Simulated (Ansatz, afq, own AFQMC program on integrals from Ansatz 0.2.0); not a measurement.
SiH₃, doublet: AFQMC among the cluster methods

```
atom    x (Å)    y (Å)    z (Å)
  Si   0.0002  -0.0001  -0.0761
   H   2.4627   0.0254   0.7119
   H  -1.2546   2.1228   0.7013
   H  -1.2124  -2.1452   0.7074
```

Basis 6-31G. Noble-gas cores (and the filled d shells of Ga–Kr and In–Xe) are frozen. AFQMC by an in-house program on the Cholesky factors that Ansatz 0.2.0 writes for its CCSD(T) run. ph-AFQMC/CISD is guided by a CISD state made of CCSD amplitudes; releasing the constraint for a short imaginary time cuts its bias at the price of noise, slowly where states lie close. Uncertainties: one standard error, sampling alone.

Determinant: UHF, the one that the program's search chose, which needn't be the lowest solution. The geometry is a point of a scan.

Full CI on the same integrals is exact in this basis and with this determinant's frozen core.

Cautions: the search met a lower determinant of the same kind, perhaps of another symmetry (426 meV lower); strong correlation (T1 0.178, weight of the determinant 0.42, largest double 0.42); unrestricted determinant spin contaminated (⟨S²⟩ 2.19 against 0.75); the released energies have errors that jump between times, so the bars are unsure, so no released level is given (meV from the phaseless value at times in 1/Eh: -14 ± 6 at 0.24, -72 ± 44 at 0.51, -44 ± 6 at 0.99, -59 ± 7 at 1.62, -75 ± 7 at 2.40).

```
T1 diagnostic                               : 0.1783
weight of the determinant in the CISD state : 0.415
⟨S²⟩ of the determinant                     : 2.186
size of the correlated space                : 7 electrons in 14 orbitals
```

| level | correlation energy (eV) |
| --- | --- |
| MP2 | -0.6768 |
| CCSD | -2.2379 |
| CCSD(T) | -2.3523 |

(1) Estimate where phaseless AFQMC with a CISD trial lies against CCSD(T) on the same integrals.

(1) 3.57 ± 0.17 kcal/mol above CCSD(T).

Reference: full CI, correlation energy -2.424 eV. The cautions show a poor starting determinant, so the rows tell how each method copes with it here, and full CI is the sure value.

```csv
level,E − E(reference) (kcal/mol),share of correlation (%)
CCSD(T),1.65,97.05
ph-AFQMC/HF,7.65 ± 0.25,86.31
ph-AFQMC/CISD,5.22 ± 0.17,90.67
```

A walk keeps the symmetry of its determinant, which the program's search chose and which needn't be the lowest solution, so a lower state of the same spin and another symmetry isn't excluded.
